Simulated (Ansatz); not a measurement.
Potential energy curve for SMILES OC (CH₄O). The C1–H6 bond (C1 also carries H, H, O; H6 carries nothing else) is stretched with both fragments frozen at the PBE0/def2-TZVP optimised geometry.

Levels: RHF/cc-pVTZ (Ansatz, a first-principles code); UHF/cc-pVTZ (Ansatz); UMP2 = MP2 on UHF/cc-pVTZ, frozen core (Ansatz).

Energies are in kJ/mol, each relative to the lowest point of its own curve near equilibrium.

```
R / Å    RHF    UHF   UMP2
-----  -----  -----  -----
0.81   226.7  226.7  230.4
0.87   120.6  120.6  124.0
0.95    39.8   39.8   42.4
0.99    18.0   18.0   20.0
1.02     7.7    7.7    9.3
1.06     0.8    0.8    [?]
1.10     0.0    0.0    0.0
1.13     2.7    2.7    2.1
1.18    12.3   12.3   10.4
1.27    40.8   40.8   36.3
1.38    87.3   87.3   79.3
1.46   125.0  125.0  114.2
1.62   202.9  202.9  185.9
1.82   296.1  279.0  310.1
2.00   372.0    [?]  372.1
2.18   439.6  333.7  405.1
2.44   523.3  347.1  428.5
2.69     [?]  352.5    [?]
2.98   654.9  355.1  443.6
3.33   717.5  356.3    [?]
3.85   787.8    [?]  447.3
```

**Question.** What belongs in the gaps?

**Answer.** 
- 1.06, UMP2: 1.6
- 2.00, UHF: 314.5
- 2.69, RHF: 590.4
- 2.69, UMP2: 438.4
- 3.33, UMP2: 446.1
- 3.85, UHF: 356.8

The restricted form behind RHF keeps the bonding electrons paired and can't separate into open-shell fragments. The unrestricted determinant behind UHF, UMP2 is spin-contaminated at 1.82 to 3.85 Å (<S²> up to 1.0, against 0.00 for a pure singlet).
